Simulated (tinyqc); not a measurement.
CCSD on RHF in the sto-3g basis, frozen core, for H3O+, spin multiplicity 1, step by step (part 2 of 2). Computed by tinyqc, a small Python program that keeps every step (integrals from PySCF). Command: `OMP_NUM_THREADS=1 python tinyqc.py 26216 26217 out.jsonl` (the two numbers bound the seeds that draw the settings). One thread of a shared host (Intel(R) Xeon(R) Processor @ 2.60GHz), about 0.3 s of CPU time with the checks.

Geometry (angstrom):
```
atom,x,y,z
O,0.000000,0.000000,0.306000
H,0.944000,0.000000,0.000000
H,-0.472000,0.817000,0.000000
H,-0.472000,-0.817000,0.000000
```

## Integrals over molecular orbitals

coefficients C:
```
,MO1,MO2,MO3,MO4,MO5,MO6,MO7,MO8
1O 1s,0.994025,-0.238985,0.000000,-0.000076,-0.061124,-0.158291,-0.000265,0.000000
1O 2s,0.027420,0.870260,0.000000,0.000390,0.301487,1.036100,0.001945,0.000000
1O 2px,-0.000004,-0.000163,0.000000,0.705866,-0.000209,0.001175,-0.913632,0.000000
1O 2py,0.000000,0.000000,0.705882,0.000000,0.000000,0.000000,0.000000,0.913684
1O 2pz,-0.002785,-0.114062,0.000000,0.000173,0.943790,-0.388614,-0.000716,0.000000
2H 1s,-0.004973,0.097213,0.000000,0.403080,-0.091453,-0.651523,0.980558,0.000000
3H 1s,-0.004978,0.097321,0.349118,-0.201543,-0.091324,-0.649457,-0.491902,-0.850362
4H 1s,-0.004978,0.097321,-0.349118,-0.201543,-0.091324,-0.649457,-0.491902,0.850362
```

core Hamiltonian H = T + V (hartree), lower triangle:
```
,1O 1s,1O 2s,1O 2px,1O 2py,1O 2pz,2H 1s,3H 1s,4H 1s
1O 1s,-33.215482
1O 2s,-7.729870,-9.827040
1O 2px,0.000018,0.000193,-8.073913
1O 2py,0.000000,0.000000,0.000000,-8.073908
1O 2pz,0.013373,0.159183,-0.000064,0.000000,-7.950373
2H 1s,-1.633546,-3.711251,-2.481513,0.000000,0.851257,-5.243453
3H 1s,-1.635237,-3.713963,1.242033,-2.149761,0.852074,-1.413755,-5.245187
4H 1s,-1.635237,-3.713963,1.242033,2.149761,0.852074,-1.413755,-1.415431,-5.245187
```

Given earlier and not repeated: Two-electron integrals (ij|kl) in chemists' order.

(pq|rs) = sum C_ip C_jq C_kr C_ls (ij|kl), one index at a time.

one-electron integrals over orbitals h = C^T H C (hartree), lower triangle:
```
,1,2,3,4,5,6,7,8
1,-33.197647
2,0.565947,-8.202652
3,0.000000,0.000000,-7.075654
4,0.000184,-0.000066,0.000000,-7.075283
5,0.136913,-0.159594,0.000000,-0.000243,-7.809081
6,0.356309,-1.444033,0.000000,-0.002862,0.574786,-5.121809
7,0.000591,-0.002708,0.000000,1.724389,0.000469,0.000377,-5.597699
8,0.000000,0.000000,-1.724026,0.000000,0.000000,0.000000,0.000000,-5.597831
```

Two-electron integrals over orbitals (pq|rs), unique and non-zero (hartree); the lowest 1 orbital is frozen and left out:
```
p,q,r,s,(pq|rs)
2,2,2,2,0.731370
3,2,3,2,0.139589
3,3,2,2,0.663251
3,3,3,3,0.669461
4,2,2,2,-0.000066
4,2,3,3,-0.033259
4,2,4,2,0.139554
4,3,3,2,-0.033241
4,3,4,3,0.041497
4,4,2,2,0.663180
4,4,3,3,0.586403
4,4,4,2,0.033312
4,4,4,4,0.669416
5,2,2,2,-0.020118
5,2,3,3,0.003978
5,2,4,2,-4.98e-06
5,2,4,4,0.003966
5,2,5,2,0.137611
5,3,3,2,0.004307
5,3,4,3,0.004582
5,3,5,3,0.036123
5,4,2,2,0.000010
5,4,3,3,0.004600
5,4,4,2,0.004292
5,4,4,4,-0.004563
5,4,5,2,0.000038
5,4,5,4,0.036124
5,5,2,2,0.731935
5,5,3,3,0.653436
5,5,4,2,0.000027
5,5,4,4,0.653401
5,5,5,2,0.076946
5,5,5,4,0.000052
5,5,5,5,0.872154
6,2,2,2,0.144876
6,2,3,3,0.101138
6,2,4,2,0.000084
6,2,4,4,0.101096
6,2,5,2,-0.023076
6,2,5,4,0.000025
6,2,5,5,0.147572
6,2,6,2,0.082821
6,3,3,2,-0.010090
6,3,4,3,0.023726
6,3,5,3,0.006856
6,3,6,3,0.051343
6,4,2,2,0.000275
6,4,3,3,0.023955
6,4,4,2,-0.010217
6,4,4,4,-0.023530
6,4,5,2,0.000046
6,4,5,4,0.006885
6,4,5,5,0.000308
6,4,6,2,0.000176
6,4,6,4,0.051513
6,5,2,2,-0.068319
6,5,3,3,-0.039173
6,5,4,2,0.000049
6,5,4,4,-0.039124
6,5,5,2,0.042396
6,5,5,4,0.000038
6,5,5,5,-0.056727
6,5,6,2,-0.045343
6,5,6,4,-0.000081
6,5,6,5,0.037492
6,6,2,2,0.535458
6,6,3,3,0.508686
6,6,4,2,0.000272
6,6,4,4,0.508929
6,6,5,2,-0.050664
6,6,5,4,-0.000050
6,6,5,5,0.504220
6,6,6,2,0.061386
6,6,6,4,-0.000073
6,6,6,5,-0.036635
6,6,6,6,0.481383
7,2,2,2,0.000287
7,2,3,3,-0.011725
7,2,4,2,-0.047603
7,2,4,4,0.012073
7,2,5,2,-0.000011
7,2,5,4,-0.016996
7,2,5,5,0.000284
7,2,6,2,0.000080
7,2,6,4,-0.036028
7,2,6,5,-0.000081
7,2,6,6,0.000114
7,2,7,2,0.052097
7,3,3,2,-0.038743
7,3,4,3,0.004526
7,3,5,3,0.005384
7,3,6,3,0.024340
7,3,7,3,0.033389
7,4,2,2,-0.158452
7,4,3,3,-0.129301
7,4,4,2,0.038674
7,4,4,4,-0.120340
7,4,5,2,-0.034218
7,4,5,4,-0.005395
7,4,5,5,-0.188187
7,4,6,2,-0.081775
7,4,6,4,-0.024487
7,4,6,5,0.029050
7,4,6,6,-0.041949
7,4,7,2,0.001321
7,4,7,4,0.146596
7,5,2,2,-0.000049
7,5,3,3,0.010974
7,5,4,2,-0.035797
7,5,4,4,-0.011055
7,5,5,2,0.000088
7,5,5,4,-0.022430
7,5,5,5,-0.000031
7,5,6,2,-0.000070
7,5,6,4,0.013044
7,5,6,5,0.000008
7,5,6,6,-0.000133
7,5,7,2,0.010111
7,5,7,4,-0.013140
7,5,7,5,0.030324
7,6,2,2,0.000029
7,6,3,3,0.040961
7,6,4,2,-0.097199
7,6,4,4,-0.041076
7,6,5,2,-0.000063
7,6,5,4,0.012073
7,6,5,5,-0.000059
7,6,6,2,-4.68e-06
7,6,6,4,0.046562
7,6,6,5,-0.000081
7,6,6,6,-0.000349
7,6,7,2,0.001656
7,6,7,4,-0.048873
7,6,7,5,0.028904
7,6,7,6,0.116564
7,7,2,2,0.581664
7,7,3,3,0.524938
7,7,4,2,0.031438
7,7,4,4,0.598033
7,7,5,2,0.001834
7,7,5,4,-0.009972
7,7,5,5,0.576312
7,7,6,2,0.070484
7,7,6,4,-0.039981
7,7,6,5,-0.023205
7,7,6,6,0.488683
7,7,7,2,0.021828
7,7,7,4,-0.064749
7,7,7,5,-0.013249
7,7,7,6,-0.059148
7,7,7,7,0.579005
8,2,3,2,0.047567
8,2,4,3,0.011947
8,2,5,3,0.016996
8,2,6,3,0.036038
8,2,7,3,0.001585
8,2,8,2,0.052097
8,3,2,2,0.158370
8,3,3,3,0.120294
8,3,4,2,0.038776
8,3,4,4,0.129298
8,3,5,2,0.034211
8,3,5,4,-0.005356
8,3,5,5,0.188155
8,3,6,2,0.081775
8,3,6,4,-0.024191
8,3,6,5,-0.028997
8,3,6,6,0.042225
8,3,7,2,0.001662
8,3,7,4,-0.082119
8,3,7,5,-0.013213
8,3,7,6,-0.049032
8,3,7,7,0.099381
8,3,8,3,0.146671
8,4,3,2,0.038774
8,4,4,3,-0.004503
8,4,5,3,-0.005365
8,4,6,3,-0.024267
8,4,7,3,-0.031301
8,4,8,2,-0.001512
8,4,8,4,0.033338
8,5,3,2,0.035788
8,5,4,3,-0.010988
8,5,5,3,0.022436
8,5,6,3,-0.012987
8,5,7,3,-0.013193
8,5,8,2,0.010103
8,5,8,4,0.013189
8,5,8,5,0.030312
8,6,3,2,0.097110
8,6,4,3,-0.040870
8,6,5,3,-0.012021
8,6,6,3,-0.046262
8,6,7,3,-0.048984
8,6,8,2,0.001688
8,6,8,4,0.048945
8,6,8,5,0.028840
8,6,8,6,0.116171
8,7,3,2,0.031901
8,7,4,3,-0.036731
8,7,5,3,-0.010016
8,7,6,3,-0.040251
8,7,7,3,-0.017630
8,7,8,2,-0.021694
8,7,8,4,0.017578
8,7,8,5,0.013355
8,7,8,6,0.059473
8,7,8,7,0.048768
8,8,2,2,0.581732
8,8,3,3,0.598202
8,8,4,2,-0.031751
8,8,4,4,0.524823
8,8,5,2,0.001837
8,8,5,4,0.010023
8,8,5,5,0.576336
8,8,6,2,0.070535
8,8,6,4,0.040396
8,8,6,5,-0.023266
8,8,6,6,0.488331
8,8,7,2,-0.021552
8,8,7,4,-0.099501
8,8,7,5,0.013307
8,8,7,6,0.059426
8,8,7,7,0.482350
8,8,8,3,0.064516
8,8,8,8,0.579405
```

## CCSD: starting amplitudes

orbital energies (hartree): MO1 -20.860832, MO2 -1.782334, MO3 -1.092589, MO4 -1.092565, MO5 -0.914366, MO6 0.089968, MO7 0.258549, MO8 0.258767

t_ij^ab = <ij||ab> / (e_i + e_j - e_a - e_b), whose energy is MP2.

Starting amplitudes (spin orbitals 1a, 1b, ...; amplitudes related by a flip of all spins are not repeated; the 24 largest):
```
from,to,t
3a 3b,8a 8b,-0.054268
4a 4b,7a 7b,-0.054250
3a 4b,7b 8a,-0.030386
2a 4b,6a 7b,0.025369
2a 3b,6a 8b,-0.025367
2a 2b,6a 6b,-0.022117
4a 4b,6a 6b,-0.021781
3a 3b,6a 6b,-0.021709
3a 4a,7a 8a,-0.018804
5a 5b,6a 6b,-0.018665
2a 5b,6a 6b,0.015762
2a 4a,6a 7a,0.014192
2a 3a,6a 8a,-0.014188
5a 5b,7a 7b,-0.012927
5a 5b,8a 8b,-0.012919
2a 2b,7a 7b,-0.012763
2a 2b,8a 8b,-0.012762
3a 3b,7a 7b,-0.012356
4a 4b,8a 8b,-0.012335
4a 5b,6b 7a,0.012333
3a 5b,6b 8a,-0.012309
3a 4b,7a 8b,0.011582
2a 3b,6b 8a,0.011179
2a 4b,6b 7a,-0.011177
```

correlation energy = -0.04988386 hartree

## CCSD: amplitude update 1

t_i^a D_i^a and t_ij^ab D_ij^ab are set to the remaining terms of the spin-orbital equations, evaluated with the old amplitudes; for the doubles these are <ij||ab> + 1/2 <ab||ef> t_ij^ef + 1/2 <mn||ij> t_mn^ab + P(ij)P(ab) <mb||ej> t_im^ae + terms in t^2 + terms with t1, D the orbital-energy denominators.

Amplitudes after update 1 (spin orbitals 1a, 1b, ...; amplitudes related by a flip of all spins are not repeated; the 24 largest):
```
from,to,t
3a 3b,8a 8b,-0.067003
4a 4b,7a 7b,-0.066977
3a 4b,7b 8a,-0.035217
2a 4b,6a 7b,0.030247
2a 3b,6a 8b,-0.030242
4a 4b,6a 6b,-0.027766
3a 3b,6a 6b,-0.027667
2a 2b,6a 6b,-0.024190
5a 5b,6a 6b,-0.021651
2a 5b,6a 6b,0.020121
3a 4a,7a 8a,-0.017837
3a 4b,7a 8b,0.017380
2a 4b,6b 7a,-0.016458
2a 3b,6b 8a,0.016458
3a 3b,7a 7b,-0.014481
4a 5b,6b 7a,0.014458
4a 4b,8a 8b,-0.014453
3a 5b,6b 8a,-0.014426
5a 5b,7a 7b,-0.014280
5a 5b,8a 8b,-0.014270
2a 2b,7a 7b,-0.013895
2a 2b,8a 8b,-0.013895
2a 4a,6a 7a,0.013789
2a 3a,6a 8a,-0.013784
```

correlation energy = -0.05977653 hartree

## CCSD: convergence

E_corr = 1/4 sum <ij||ab> t_ij^ab + 1/2 sum <ij||ab> t_i^a t_j^b; stop when the norm of the change is below 1e-8.

Course of the amplitude iterations:
```
update,correlation energy (hartree),norm of the change
0,-0.04988386,-
1,-0.05977653,6.49e-02
2,-0.06274324,2.39e-02
3,-0.06443347,9.71e-03
4,-0.06442648,1.37e-03
5,-0.06443425,2.91e-04
6,-0.06443407,5.05e-05
7,-0.06443406,6.55e-06
8,-0.06443406,1.03e-06
9,-0.06443405,1.50e-07
10,-0.06443406,2.95e-08
11,-0.06443406,4.87e-09
```

Converged amplitudes (spin orbitals 1a, 1b, ...; amplitudes related by a flip of all spins are not repeated; the 24 largest):
```
from,to,t
3a 3b,8a 8b,-0.073890
4a 4b,7a 7b,-0.073862
3a 4b,7b 8a,-0.036995
2a 4b,6a 7b,0.031979
2a 3b,6a 8b,-0.031973
4a 4b,6a 6b,-0.030671
3a 3b,6a 6b,-0.030560
2a 2b,6a 6b,-0.025808
5a 5b,6a 6b,-0.023983
2a 5b,6a 6b,0.023241
3a 4b,7a 8b,0.022116
2a 4b,6b 7a,-0.019857
2a 3b,6b 8a,0.019854
4a 5b,6b 7a,0.016488
3a 5b,6b 8a,-0.016449
3a 4a,7a 8a,-0.014879
3a 3b,7a 7b,-0.014864
4a 4b,6a 7b,0.014838
4a 4b,8a 8b,-0.014831
5a 5b,7a 7b,-0.014779
5a 5b,8a 8b,-0.014767
3a 3b,6a 7b,-0.014761
3a 4b,6a 8b,0.014703
5a,6a,0.014685
```

CCSD total energy = -75.39437690 hartree

T1 diagnostic, norm of the one-spin t1 over sqrt(correlated electrons) = 0.007418

Converged in 11 updates, with DIIS from the third.
